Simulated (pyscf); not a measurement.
`[PH2][PH][PH2]` + `[H][H]` -> `[PH2][PH2]` + `[PH3]` (four-centre exchange; singlet surface; P–P, H–H broken, H–P, H–P formed). PySCF, gas phase, ωB97X-D3(BJ)/def2-SVP geometries. Energies in eV from the separated reactants.

```tsv
level	barrier	reaction energy
PBE/def2-TZVP	2.54	-0.11
r²SCAN/def2-TZVP	2.78	-0.11
B3LYP-D3(BJ)/def2-TZVP	2.87	-0.13
PBE0-D3(BJ)/def2-TZVP	2.83	-0.10
ωB97M-D3(BJ)/def2-TZVP	[?]	-0.20
HF/def2-TZVP	[?]	[?]
```

**Question.** Some entries are withheld; supply them.

**Answer.** 
- ωB97M-D3(BJ)/def2-TZVP, barrier: 3.07
- HF/def2-TZVP, barrier: 4.02
- HF/def2-TZVP, reaction energy: -0.50

The functionals in the table span 0.53 eV in this barrier, from PBE to ωB97M-D3(BJ)/def2-TZVP. From the product side, PH₂• + PH₂• + PH₃ lies, by one bond made or cut, 0.57 eV under this saddle at ωB97M-D3(BJ)/def2-TZVP. The same reactants have a lower exit, to PH₂• + •HP–PH₂ + H₂ (no saddle counted: cutting one bond costs +2.56 eV at ωB97M-D3(BJ)/def2-TZVP, against +3.07 eV here). This is the saddle that the search found; another between the same sides may lie lower.
